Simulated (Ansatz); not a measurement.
A nudged elastic band was laid between two geometries of C₅H₇F (13 atoms, charge 0, multiplicity 1).

These are results of Ansatz, RKS B3LYP-D4/6-31G, not measurements.

```
movable images  : 7
climbing image  : yes
spring          : 5.0 eV/Å²
optimiser       : quadratic models (default)
start path      : IDPP
force threshold : 0.05 eV/Å
iteration limit : 29
end points      : relaxed
```

Image 0:

```xyz
13
Properties=species:S:1:pos:R:3
C 1.482 0.344 -1.349
C 0.314 0.777 -0.841
C -0.455 0.132 0.228
C -1.617 0.644 0.672
C 0.110 -1.137 0.815
F -0.748 -1.654 1.844
H 1.984 0.886 -2.143
H 1.981 -0.555 -1.003
H -0.128 1.689 -1.238
H -2.025 1.557 0.250
H -2.178 0.161 1.461
H 1.092 -0.961 1.269
H 0.209 -1.917 0.052
```

Image 8:

```xyz
13
Properties=species:S:1:pos:R:3
C 0.331 1.009 -1.866
C 0.723 0.545 -0.670
C -0.154 -0.088 0.334
C -1.451 0.215 0.507
C 0.530 -1.125 1.191
F -0.348 -1.617 2.216
H 1.028 1.485 -2.548
H -0.697 0.921 -2.205
H 1.778 0.618 -0.400
H -1.931 0.993 -0.077
H -2.047 -0.297 1.251
H 1.412 -0.703 1.688
H 0.846 -1.989 0.594
```

**Question.** Which bonds break or form, and what moves?

**Answer.** No bond is made or broken. The dihedral H9–C2–C3–C5 goes from 180 to -30°.

**Question.** What energy profile does the band end with?

**Answer.** The run converged. The highest image is number 4 of 0 to 8, 0.258 eV above the first end and 0.138 eV above the last; the last end lies 0.121 eV above the first. A vibrational analysis at the climbing image gives one clearly imaginary mode, 117i cm⁻¹: a first-order saddle point. Limits of this set-up: no polarisation functions.

```csv
image,path coordinate (Å),energy (eV),dihedral H9–C2–C3–C5 (°)
0,0.00,0.000,180
1,0.74,0.043,-161
2,1.47,0.136,-140
3,2.21,0.223,-119
4,2.94,0.258,-98
5,3.56,0.238,-80
6,4.18,0.188,-64
7,4.80,0.139,-47
8,5.42,0.121,-30
```

**Question.** What is the geometry of the highest image?

**Answer.** 
```xyz
13
Properties=species:S:1:pos:R:3
C 1.004 0.260 -1.783
C 0.526 0.818 -0.664
C -0.365 0.113 0.305
C -1.693 0.266 0.347
C 0.369 -0.795 1.260
F -0.528 -1.383 2.217
H 1.662 0.804 -2.454
H 0.742 -0.754 -2.076
H 0.810 1.839 -0.409
H -2.208 0.920 -0.349
H -2.290 -0.262 1.081
H 1.135 -0.245 1.820
H 0.857 -1.615 0.720
```

**Question.** What are the harmonic wavenumbers there?

**Answer.** 117i, 106, 229, 286, 328, 476, 576, 688, 761, 854, 961, 979, 995, 1022, 1036, 1052, 1115, 1236, 1277, 1351, 1414, 1465, 1496, 1538, 1701, 1745, 3046, 3092, 3144, 3165, 3184, 3252, 3279 cm⁻¹.

The run took 4.3 min on 1 thread of Intel(R) Xeon(R) Platinum 8259CL CPU @ 2.50GHz (Skylake/Cascade Lake) (shared host), peak memory 0.24 GiB.
